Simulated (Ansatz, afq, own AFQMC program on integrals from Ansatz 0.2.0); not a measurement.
# GeNH$_{2}$, quartet in cc-pVDZ, levels against CCSDT(Q)

```csv
atom,x (Å),y (Å),z (Å)
Ge,0.0000,0.0000,4.9710
N,0.0000,0.0000,-1.2610
H,0.0000,0.8309,-1.8550
H,0.0000,-0.8309,-1.8550
```

Connectivity, by distances: Ge ··· NH2.

Basis cc-pVDZ. Only valence electrons are correlated. Integrals, coupled cluster, full CI and functionals: Ansatz 0.2.0; the random walks run on the same integrals in our own AFQMC program. ph-AFQMC/CISD is guided by a CISD state made of CCSD amplitudes; releasing the constraint for a short imaginary time cuts its bias at the price of noise, slowly where states lie close. ± is one standard error of the sampling. No spin–orbit coupling.

Determinant: UHF, the one that the program's search chose, which needn't be the lowest solution. The geometry is a point of a scan.

No full CI on the walks' own integrals is used here; CCSDT(Q) serves as the reference and is uncertain by about the last step of the cluster series.

Cautions: no relativity below Rb; no spin-orbit coupling; inner d shell frozen; lower spins were not checked.

```
T1 diagnostic                               : 0.0071
weight of the determinant in the CISD state : 0.899
⟨S²⟩ of the determinant                     : 3.767
size of the correlated space                : 11 electrons in 36 orbitals
```

```tsv
level	correlation energy (eV)
MP2	-4.9839
CCSD	-5.9482
CCSD(T)	-6.0373
```

Q: Estimate where phaseless AFQMC with a CISD trial lies against CCSD(T) on the same integrals.

A: 0.9 ± 0.9 kJ/mol below CCSD(T). The gap is under twice the noise, so this walk alone can't tell the two apart.

Reference: CCSDT(Q), correlation energy -6.060 eV. The released energy is read at 2.40 1/Eh (meV from the phaseless value at times in 1/Eh: -1 ± 9 at 0.24, 6 ± 9 at 0.51, -6 ± 11 at 0.99, -2 ± 10 at 1.62, -13 ± 13 at 2.40).

| level | E − E(reference) (kJ/mol) | share of correlation (%) |
| --- | --- | --- |
| CCSD(T) | 2.2 | 99.62 |
| CCSDT | 0.6 | 99.89 |
| ph-AFQMC/HF | 7.9 ± 4.3 | 98.65 |
| ph-AFQMC/CISD | 1.3 ± 0.9 | 99.78 |
| released AFQMC | 0.1 ± 1.2 | 99.99 |

A walk keeps the symmetry of its determinant, which the program's search chose and which needn't be the lowest solution, so a lower state of the same spin and another symmetry isn't excluded. Released energies are given only where the last usable release times agree within the noise; a slower fall can still hide under it.
